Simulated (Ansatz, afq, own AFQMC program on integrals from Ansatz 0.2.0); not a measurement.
Integrals from Ansatz 0.2.0, then the random walk in our own AFQMC program (afq).

```yaml
crystal:
  periodic: [false, false, false]
  atoms:
    - {symbol: Al, position_ang: [0.000000, 0.000000, 0.653528]}
    - {symbol: O, position_ang: [0.000000, 0.000000, -1.093006]}
    - {symbol: H, position_ang: [0.000000, -1.622098, -0.072304]}
    - {symbol: H, position_ang: [0.000000, 1.622098, -0.072304]}
basis:
  gaussian: {orbitals: cc-pVDZ}
magnetization: {spin_polarized: true, initial_magnetization: 3}
correlation: {method: ccsd_t, electrons: outside_noble_gas, hamiltonian_folder: ham}
```

```sh
$ ansatz run in.yaml --threads 1 --pin off --events-out ev --progress --plain --max-ram 1382MiB
```

Options of the walk:

```
--method phaseless --trial cisd --walkers 60 --populations 1 --least-time 40 --time-step 0.005 --steps-per-block 50 --equilibration-blocks 28 --max-blocks 300 --target-error 0.0004 --factor-cut 1e-05 --start spin_pure --seed 9752 --release-times 0.24,0.51,0.99,1.62,2.4 --release-step 0.03 --release-every 4 --taylor-order 6
```

Times are imaginary, in 1/Eh. The walk had a cap of 1161 s.

Log:

```
orbitals 36  electrons 7 4  factors 266 of 397
reference energy -317.74912119 Eh
CCSD correlation -0.24326437 Eh in 15 cycles, weight of the determinant in the CISD state 0.8389
energy of the start -317.989845 Eh
 block  time / (1/Eh)  mean weight  energy / Eh
     1     0.250  1.0013  -317.989063
     2     0.500  1.0008  -317.990556
     3     0.750  0.9989  -317.997759
     4     1.000  0.9989  -317.995242
     5     1.250  0.9994  -317.999050
     9     2.250  0.9985  -317.994748
    33     8.250  0.9997  -317.998365
    65    16.250  1.0026  -318.016442
    97    24.250  1.0011  -318.002231
   129    32.250  1.0046  -317.999428
   137    34.250  0.9965  -317.989274
   161    40.250  0.9989  -318.004976
   177    44.250  0.9915  -318.030012
   193    48.250  0.9969  -317.998777
   225    56.250  0.9991  -317.996725
   257    64.250  0.9993  -318.009337
   289    72.250  1.0004  -318.010262
   321    80.250  0.9979  -317.992963
blocks merged  error / Eh  count
     1  0.000353  300
     2  0.000395  150
     4  0.000446  75
     8  0.000452  37
    16  0.000478  18
    32  0.000401  9
released: time / (1/Eh)  energy / Eh  error  mean overlap
  0.24  -318.001567  0.000619  0.9872
  0.51  -318.001895  0.000496  0.9959
  0.99  -318.002256  0.000696  1.0001
  1.62  -318.003250  0.000765  0.9644
  2.40  -318.004086  0.000913  0.9640
energy -318.000823 +/- 0.000478 Eh
(rows thinned)
```

The run passed its tests (sampling time, drift between the halves within three errors, error under three times the target), which doesn't prove that it has relaxed.

Against this walk (error 13.0 meV) on the same determinant: CCSD(T) 11.8 meV higher (within the noise), CCSDT(Q) 71.6 meV lower. The error is statistical and leaves out the bias of the constraint. The released energies are still falling (meV from the phaseless value at times in 1/Eh: -20 ± 17 at 0.24, -29 ± 13 at 0.51, -39 ± 19 at 0.99, -66 ± 21 at 1.62, -89 ± 25 at 2.40), so they give no level; they do show a bias of the constraint, and the last of them that isn't too noisy lies 17 meV below CCSDT(Q). CCSDT(Q) is the surest value here, so the walk's 72 meV above it is most likely the bias of the constraint with this trial, which can have either sign.

Cautions: constraint bias not in the error; error above the target (13.0 against 10.9 meV); another spin lies lower; strong correlation (T1 0.050, weight of the determinant 0.84, largest double 0.07); unrestricted determinant slightly spin contaminated (⟨S²⟩ 3.83 against 3.75); the bias of populations of 60 walkers isn't removed.

The walk took 5.6 min on 1 thread of Arm Neoverse V2, on a shared host. The log's last line is the phaseless energy.

CCSDT and higher add their correlation energy to the determinant of the CCSD(T) run, since their own runs factorise the integrals more tightly (a shift of under 2 meV). A walk keeps the symmetry of its determinant, which the program's search chose and which needn't be the lowest solution, so a lower state of the same spin and another symmetry isn't excluded.
